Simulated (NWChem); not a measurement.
The numbers come from NWChem runs, not from measurements. System: Cl, charge 0, spin multiplicity 2. Its SCF solution wasn't tested for a lower state. Level: ROCCSD(T)/def2-TZVPD, 5 core orbitals frozen.

Job file:

```
start mol
memory heap 100 mb stack 700 mb global 1900 mb
geometry units angstroms nocenter noautoz
  Cl     0.000000     0.000000     0.000000
  symmetry group D2h
end
basis spherical
  * library def2-tzvpd
end
scf
  rohf
  nopen 1
  maxiter 100
  thresh 1e-7
  semidirect memsize 60000000 filesize 0
  # guess.movecs holds the orbitals of an unrestricted PBE0 run
  vectors input guess.movecs swap 7 9 output mol.movecs
end
tce
  freeze core 5
  ccsd(t)
  2eorb
  2emet 13
  thresh 1e-6
  maxiter 100
  tilesize 24
end
task tce energy
```

Output (cleaned and shortened):

```
             Northwest Computational Chemistry Package (NWChem) 7.3.0
             --------------------------------------------------------

                                NWChem Input Module
                                -------------------

 Scaling coordinates for geometry "geometry" by  1.889725989
 (inverse scale =  0.529177249)

                             Geometry "geometry" -> ""
                             -------------------------

 Output coordinates in angstroms (scale by  1.889725989 to convert to a.u.)

  No.       Tag          Charge          X              Y              Z
 ---- ---------------- ---------- -------------- -------------- --------------
    1 Cl                  17.0000     0.00000000     0.00000000     0.00000000

 Effective nuclear repulsion energy (a.u.)       0.0000000000

            Nuclear Dipole moment (a.u.)
            ----------------------------
        X                 Y               Z
 ---------------- ---------------- ----------------
     0.0000000000     0.0000000000     0.0000000000

      Symmetry information
      --------------------

 Group name             D2h
 Group number             26
 Group order               8
 No. of unique centers     1

      Symmetry unique atoms

     1


 Summary of "ao basis" -> "" (spherical)
 ------------------------------------------------------------------------------
       Tag                 Description            Shells   Functions and Types
 ---------------- ------------------------------  ------  ---------------------
 *                         def2-tzvpd                 on all atoms

 Summary of "ao basis" -> "ao basis" (spherical)
 ------------------------------------------------------------------------------
       Tag                 Description            Shells   Functions and Types
 ---------------- ------------------------------  ------  ---------------------
 Cl                        def2-tzvpd               16       46   6s6p3d1f

                                 NWChem SCF Module
                                 -----------------

  ao basis        = "ao basis"
  functions       =    46
  atoms           =     1
  closed shells   =     8
  open shells     =     1
  charge          =   0.00
  wavefunction    = ROHF
  use symmetry    = T
  symmetry adapt  = T

 Summary of "ao basis" -> "ao basis" (spherical)
 ------------------------------------------------------------------------------
       Tag                 Description            Shells   Functions and Types
 ---------------- ------------------------------  ------  ---------------------
 Cl                        def2-tzvpd               16       46   6s6p3d1f

      Symmetry analysis of basis
      --------------------------

        ag         12
        au          1
        b1g         3
        b1u         8
        b2g         3
        b2u         8
        b3g         3
        b3u         8

 Forming initial guess at       0.0s

 Swapping ROHF orbitals     7    9

      Symmetry analysis of molecular orbitals - initial
      -------------------------------------------------

  Numbering of irreducible representations:

     1 ag          2 au          3 b1g         4 b1u         5 b2g
     6 b2u         7 b3g         8 b3u

  Orbital symmetries:

     1 ag          2 ag          3 b2u         4 b1u         5 b3u
     6 ag          7 b3u         8 b1u         9 b2u        10 ag
    11 b2u        12 b3u        13 b1u        14 ag         15 b3g
    16 b1g        17 b2g        18 ag         19 b2u

 Starting SCF solution at       0.0s

 ----------------------------------------------
         Quadratically convergent ROHF

 Convergence threshold     :          1.000E-07
 Maximum no. of iterations :          100
 Final Fock-matrix accuracy:          1.000E-09
 ----------------------------------------------

              iter       energy          gnorm     gmax       time
             ----- ------------------- --------- --------- --------
                 1     -459.4611425164  8.57D-01  5.19D-01      0.1
                 2     -459.4705605302  2.96D-01  2.23D-01      0.1
                 3     -459.4713320146  9.21D-02  5.90D-02      0.1
                 4     -459.4713915972  3.82D-03  1.22D-03      0.1
                 5     -459.4713922098  3.38D-06  1.23D-06      0.1
                 6     -459.4713922098  5.55D-09  2.57D-09      0.1

       Final ROHF results
       ------------------

         Total SCF energy =   -459.471392209794
      One-electron energy =   -634.831216440351
      Two-electron energy =    175.359824230557
 Nuclear repulsion energy =      0.000000000000

        Time for solution =      0.1s

       Symmetry analysis of molecular orbitals - final
       -----------------------------------------------

  Numbering of irreducible representations:

     1 ag          2 au          3 b1g         4 b1u         5 b2g
     6 b2u         7 b3g         8 b3u

  Orbital symmetries:

     1 ag          2 ag          3 b2u         4 b1u         5 b3u
     6 ag          7 b1u         8 b3u         9 b2u        10 b2u
    11 b1u        12 b3u        13 ag         14 ag         15 b3g
    16 b1g        17 ag         18 b2g        19 b2u

             Final eigenvalues
             -----------------

              1
    1 -104.8833
    2  -10.6089
    3   -8.0752
    4   -8.0728
    5   -8.0728
    6   -1.0736
    7   -0.4921
    8   -0.4921
    9   -0.2971
   10    0.0940
   11    0.0982
   12    0.0982
   13    0.1352
   14    0.2727
   15    0.2743
   16    0.2743
   17    0.2797
   18    0.2797
   19    0.5843

                       ROHF Final Molecular Orbital Analysis
                       -------------------------------------

 Vector    7  Occ=2.000000D+00  E=-4.920854D-01  Symmetry=b1u
              MO Center= -6.5D-19, -3.6D-32,  1.3D-17, r^2= 1.2D+00
   Bfn.  Coefficient  Atom+Function         Bfn.  Coefficient  Atom+Function
  ----- ------------  ---------------      ----- ------------  ---------------
    18      0.561750  1 Cl pz                21      0.343591  1 Cl pz
    15      0.261954  1 Cl pz                 9     -0.203564  1 Cl pz

 Vector    8  Occ=2.000000D+00  E=-4.920854D-01  Symmetry=b3u
              MO Center= -8.5D-19, -6.1D-26, -1.4D-21, r^2= 1.2D+00
   Bfn.  Coefficient  Atom+Function         Bfn.  Coefficient  Atom+Function
  ----- ------------  ---------------      ----- ------------  ---------------
    16      0.561750  1 Cl px                19      0.343591  1 Cl px
    13      0.261954  1 Cl px                 7     -0.203564  1 Cl px

 Vector    9  Occ=1.000000D+00  E=-2.970750D-01  Symmetry=b2u
              MO Center= -1.2D-30, -2.7D-29,  4.2D-29, r^2= 1.1D+00
   Bfn.  Coefficient  Atom+Function         Bfn.  Coefficient  Atom+Function
  ----- ------------  ---------------      ----- ------------  ---------------
    17      0.591898  1 Cl py                20      0.309840  1 Cl py
    14      0.265443  1 Cl py                 8     -0.208355  1 Cl py

 Vector   10  Occ=0.000000D+00  E= 9.403713D-02  Symmetry=b2u
              MO Center= -1.8D-17,  1.9D-16,  6.9D-16, r^2= 1.2D+01
   Bfn.  Coefficient  Atom+Function         Bfn.  Coefficient  Atom+Function
  ----- ------------  ---------------      ----- ------------  ---------------
    23      1.193177  1 Cl py                20     -0.428847  1 Cl py

 Vector   11  Occ=0.000000D+00  E= 9.824923D-02  Symmetry=b1u
              MO Center= -1.9D-19, -2.4D-29,  9.2D-19, r^2= 1.2D+01
   Bfn.  Coefficient  Atom+Function         Bfn.  Coefficient  Atom+Function
  ----- ------------  ---------------      ----- ------------  ---------------
    24      1.194034  1 Cl pz                21     -0.439418  1 Cl pz

 Vector   12  Occ=0.000000D+00  E= 9.824923D-02  Symmetry=b3u
              MO Center=  2.4D-33,  1.1D-34, -1.6D-33, r^2= 1.2D+01
   Bfn.  Coefficient  Atom+Function         Bfn.  Coefficient  Atom+Function
  ----- ------------  ---------------      ----- ------------  ---------------
    22      1.194034  1 Cl px                19     -0.439418  1 Cl px

 center of mass
 --------------
 x =   0.00000000 y =   0.00000000 z =   0.00000000

 moments of inertia (a.u.)
 ------------------
           0.000000000000           0.000000000000           0.000000000000
           0.000000000000           0.000000000000           0.000000000000
           0.000000000000           0.000000000000           0.000000000000

  Mulliken analysis of the total density
  --------------------------------------

    Atom       Charge   Shell Charges
 -----------   ------   -------------------------------------------------------
    1 Cl  17    17.00   2.01  0.45  1.51  1.15  0.87  0.01  4.18  1.69  1.05  2.69  1.37  0.02  0.00  0.00  0.00  0.00

 Mulliken analysis of the open-shell density
 -------------------------------------------

    Atom       Charge   Shell Charges
 -----------   ------   -------------------------------------------------------
    1 Cl  17     1.00   0.00  0.00 -0.00  0.00  0.00  0.00  0.03 -0.02  0.18  0.56  0.25  0.00  0.00  0.00  0.00  0.00

       Multipole analysis of the density wrt the origin
       ------------------------------------------------

     L   x y z        total         open         nuclear
     -   - - -        -----         ----         -------
     0   0 0 0     -0.000000     -1.000000     17.000000

     1   1 0 0      0.000000      0.000000      0.000000
     1   0 1 0      0.000000      0.000000      0.000000
     1   0 0 1     -0.000000     -0.000000      0.000000

     2   2 0 0     -9.797475     -0.762882      0.000000
     2   1 1 0      0.000000      0.000000      0.000000
     2   1 0 1     -0.000000     -0.000000      0.000000
     2   0 2 0     -8.101544     -2.351736      0.000000
     2   0 1 1      0.000000     -0.000000      0.000000
     2   0 0 2     -9.797475     -0.762882      0.000000

                   NWChem Extensible Many-Electron Theory Module
                   ---------------------------------------------


            General Information
            -------------------
      Number of processors :     1
         Wavefunction type : Restricted open-shell Hartree-Fock
          No. of electrons :    17
           Alpha electrons :     9
            Beta electrons :     8
           No. of orbitals :    92
            Alpha orbitals :    46
             Beta orbitals :    46
        Alpha frozen cores :     5
         Beta frozen cores :     5
     Alpha frozen virtuals :     0
      Beta frozen virtuals :     0
         Spin multiplicity : doublet
    Number of AO functions :    46
       Number of AO shells :    16
        Use of symmetry is : on
      Symmetry adaption is : on
         Schwarz screening : 0.10D-09

          Correlation Information
          -----------------------
          Calculation type : Coupled-cluster singles & doubles w/ perturbation
   Perturbative correction : (T)
            Max iterations :      100
        Residual threshold : 0.10D-05
     T(0) DIIS level shift : 0.00D+00
     L(0) DIIS level shift : 0.00D+00
     T(1) DIIS level shift : 0.00D+00
     L(1) DIIS level shift : 0.00D+00
     T(R) DIIS level shift : 0.00D+00
     T(I) DIIS level shift : 0.00D+00
   CC-T/L Amplitude update :  5-th order DIIS
                I/O scheme : Global Array Library
        L-threshold :  0.10D-05
        EOM-threshold :  0.10D-05
 no EOMCCSD initial starts read in
 TCE RESTART OPTIONS
 SLICE:      F
 D4D5:       F
 quantumc:   F
 qrotation:  F
 pwtce:      F
 qducc:      F
 nacto:                         0
 nrotv:                         0
 nrot:                          0

            Memory Information
            ------------------
          Available GA space size is     249032568 doubles
          Available MA space size is     104853732 doubles

 Maximum block size supplied by input
 Maximum block size        24 doubles

 tile_dim =      9

 -------------------------------------------------

 Global array virtual files algorithm will be used

 Parallel file system coherency ......... OK

 4-electron integrals stored in orbital form

 v2    file size   =            81676
 4-index algorithm nr.  13 is used
 imaxsize =       30
 imaxsize ichop =        0


CCSD iterations
 ---------------------------------------------------------
 Iter          Residuum       Correlation     Cpu    Wall
 ---------------------------------------------------------
    1   0.1084028328348  -0.1685691595769     0.2     0.2
    2   0.0257756057819  -0.1820151216736     0.2     0.2
    3   0.0083046458684  -0.1850093293317     0.2     0.2
    4   0.0031446096451  -0.1857226394215     0.2     0.2
    5   0.0013055099759  -0.1859372115623     0.2     0.2
    6   0.0002234509843  -0.1860398809420     0.2     0.2
    7   0.0000919820301  -0.1860516198825     0.2     0.2
    8   0.0000488713340  -0.1860507341572     0.2     0.2
    9   0.0000280417784  -0.1860511025764     0.2     0.2
   10   0.0000169126946  -0.1860510012049     0.2     0.2
   11   0.0000012849560  -0.1860510336701     0.2     0.2
   12   0.0000004070061  -0.1860511199868     0.2     0.2
 -----------------------------------------------------------------
 Iterations converged
 CCSD correlation energy / hartree =        -0.186051119986761
 CCSD total energy / hartree       =      -459.657443329780733

 Singles contributions

 Doubles contributions
 CCSD(T)
 Using plain CCSD(T) code
             total no. of tasks         2792
 total no. of tasks / no. procs         2792
                         wl_min            1           1.0
                         wl_max          729           3.0
        thresh for no. of tasks         2792

 CCSD[T]  correction energy / hartree =        -0.006267993197703
 CCSD[T] correlation energy / hartree =        -0.192319113184464
 CCSD[T] total energy / hartree       =      -459.663711322978429
 CCSD(T)  correction energy / hartree =        -0.006295830083198
 CCSD(T) correlation energy / hartree =        -0.192346950069960
 CCSD(T) total energy / hartree       =      -459.663739159863951

 Task  times  cpu:        3.6s     wall:        3.6s

 Total times  cpu:        3.6s     wall:        3.6s
```
